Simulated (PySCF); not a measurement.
How the functional moves excitation energies

C5H11N.
InChI=1S/C5H11N/c1-5(2)4-6-3/h6H,1,4H2,2-3H3

Linear-response calculations in the def2-SVPD basis (PySCF; singlets by full response, triplets Tamm–Dancoff, core orbitals frozen in the response; HF means time-dependent Hartree–Fock). 'Strongest' is the level of largest summed f among the singlets computed (10 roots, of which the last may lack a degenerate partner); it can jump between rows when another state enters that window. S1 is the lowest singlet of each run and needn't be the same state throughout; f(S1) is that of one state. Geometry: PBE0-D3(BJ)/def2-SVP, one conformer, isolated molecule.

```json
{"functional": "LDA", "kind": "LDA", "S1 (eV)": "4.32", "f(S1)": "0.001", "strongest (eV)": "6.90", "T1 (eV)": "4.24", "HOMO (eV)": "-5.17", "gap (eV)": "4.27", "ionisation energy, ΔSCF (eV)": "8.66"}
{"functional": "PBE", "kind": "GGA", "S1 (eV)": "4.42", "f(S1)": "0.001", "strongest (eV)": "6.90", "T1 (eV)": "4.33", "HOMO (eV)": "-5.08", "gap (eV)": "4.39", "ionisation energy, ΔSCF (eV)": "8.50"}
{"functional": "B3LYP", "kind": "global hybrid, 20% exact exchange", "S1 (eV)": "5.40", "f(S1)": "0.000", "strongest (eV)": "7.12", "T1 (eV)": "4.38", "HOMO (eV)": "-6.28", "gap (eV)": "6.36", "ionisation energy, ΔSCF (eV)": "8.57"}
{"functional": "PBE0", "kind": "global hybrid, 25% exact exchange", "S1 (eV)": "5.61", "f(S1)": "0.000", "strongest (eV)": "7.28", "T1 (eV)": "4.29", "HOMO (eV)": "-6.49", "gap (eV)": "6.82", "ionisation energy, ΔSCF (eV)": "8.56"}
{"functional": "BHandHLYP", "kind": "global hybrid, 50% exact exchange", "S1 (eV)": "6.46", "f(S1)": "0.002", "strongest (eV)": "7.29", "T1 (eV)": "4.23", "HOMO (eV)": "-7.87", "gap (eV)": "9.03", "ionisation energy, ΔSCF (eV)": "8.58"}
{"functional": "CAM-B3LYP", "kind": "range-separated hybrid", "S1 (eV)": "6.07", "f(S1)": "0.001", "strongest (eV)": "7.27", "T1 (eV)": "4.33", "HOMO (eV)": "-7.91", "gap (eV)": "9.21", "ionisation energy, ΔSCF (eV)": "8.74"}
{"functional": "wB97X-D", "kind": "range-separated hybrid", "S1 (eV)": "6.21", "f(S1)": "0.000", "strongest (eV)": "7.37", "T1 (eV)": "4.46", "HOMO (eV)": "-8.39", "gap (eV)": "10.52", "ionisation energy, ΔSCF (eV)": "8.69"}
{"functional": "LC-wPBE", "kind": "range-separated hybrid", "S1 (eV)": "6.69", "f(S1)": "0.001", "strongest (eV)": "7.40", "T1 (eV)": "4.19", "HOMO (eV)": "-9.24", "gap (eV)": "11.65", "ionisation energy, ΔSCF (eV)": "8.80"}
{"functional": "HF", "kind": "Hartree–Fock", "S1 (eV)": "7.39", "f(S1)": "0.474", "strongest (eV)": "7.39", "T1 (eV)": "3.74", "HOMO (eV)": "-9.58", "gap (eV)": "12.27", "ionisation energy, ΔSCF (eV)": "not settled"}
```

S1 runs from 4.32 eV (LDA) to 7.39 eV (HF), a spread of 3.07 eV, while the orbital gap spreads over 8.0 eV. Along PBE (0%), B3LYP (20%), PBE0 (25%), BHandHLYP (50%), HF (100%) S1 rises with the share of exact exchange. −ε(HOMO) comes closest to its own ΔSCF ionisation energy with wB97X-D (-0.30 eV) and misses most with LDA (-3.48 eV). 'Not settled' means that the ion's SCF failed to converge or may have ended in another state than the lowest.
